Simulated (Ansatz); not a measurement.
# Si–BH2, quartet in cc-pVDZ: errors against RCCSDTQ

Geometry: a PBE0/def2-TZVP stationary point for this spin, not checked as a minimum. The doublet lies 1.0 eV lower here.

```xyz
4

Si    0.0000    0.0000    0.6500
B     0.0000    0.0000   -1.3428
H     0.0000   -1.0760   -1.8539
H     0.0000    1.0760   -1.8539
```

Basis cc-pVDZ; Ansatz 0.2.0. Only valence electrons are correlated (noble-gas cores frozen), which leaves 9 electrons in 36 orbitals. Prefix R: restricted or restricted open-shell reference; prefix U: unrestricted. Active spaces: valence = (9e, 10o) chosen from the atoms' valence shells.

Full CI isn't at hand for all of this; RCCSDTQ serves as the reference, and is uncertain by about the last step of the cluster series. The frozen core follows each run's orbitals, which can shift R against U totals by a few meV.

```
UHF ⟨S²⟩                          : 3.753
T1 diagnostic (RCCSD)             : 0.0427
largest doubles amplitude (RCCSD) : 0.094
T1 diagnostic (UCCSD)             : 0.0396
```

From what is known of these methods and the diagnostics, rank them by the size of their error in total energy against RCCSDTQ in cc-pVDZ, smallest first (an estimate: the text doesn't fix the numbers).
A. UHF
B. NEVPT2 (valence space)
C. RCCSDT(Q)
D. UCCSD
E. CASSCF (valence space)

C (0.1 kJ/mol), D (19.8 kJ/mol), B (84.5 kJ/mol), E (293.5 kJ/mol), A (461.2 kJ/mol).

All errors are against RCCSDTQ in cc-pVDZ. Within each family the higher level lies nearer, as is usual though not guaranteed.

Natural occupations of CASSCF (valence space) about the gap: 1.981 1.978 1.956 1.007 1.000 0.983 0.032 0.025 0.019 0.018; effectively unpaired electrons, Σ n²(2−n)², 3.02.
